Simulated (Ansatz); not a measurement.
A made-up structure of CHSSi (charge +1), singlet:

```
4
angstrom
Si -0.4550 0.1524 0.1539
C -1.8769 0.2556 1.1821
S 0.6960 0.2312 -0.9154
H 1.6360 -0.6391 -0.4206
```

It is relaxed with PBE-D4/def2-SVP and then PBE0-D4/def2-TZVP (Ansatz 0.2.0). Atoms count as bonded within 1.22 times the sum of their covalent radii (H–H: 0.88 Å). The end point is not checked to be a true minimum.

**Question.** Does its bonding change? (A judgement: the text doesn't fix the answer.)

**Answer.** By the calculation: Yes. Formed: Si1–H4, C2–S3; broken: S3–H4.

Where it ends: The first stage lowers the energy by 5.58 eV in 16 steps. It ends as CHSSi ([C]1[SiH][S]1), total charge +1:
```
4
angstrom
Si -0.6389 -0.8800 -0.3333
C -0.8713 0.8307 0.7166
S 0.6638 0.9788 0.3835
H 0.8464 -0.9296 -0.7667
```

Labels in which every atom is bracketed show which atoms are joined, not bond orders.

For scale, one of the runs: PBE0-D4/def2-TZVP relaxation, 111 basis functions, launched by `ansatz run in.yaml --threads 2 --pin off --events-out ev --progress --plain --max-ram 4352MiB`. The run took about 39 s on 2 CPU threads of an Arm Neoverse V1 (shared host).
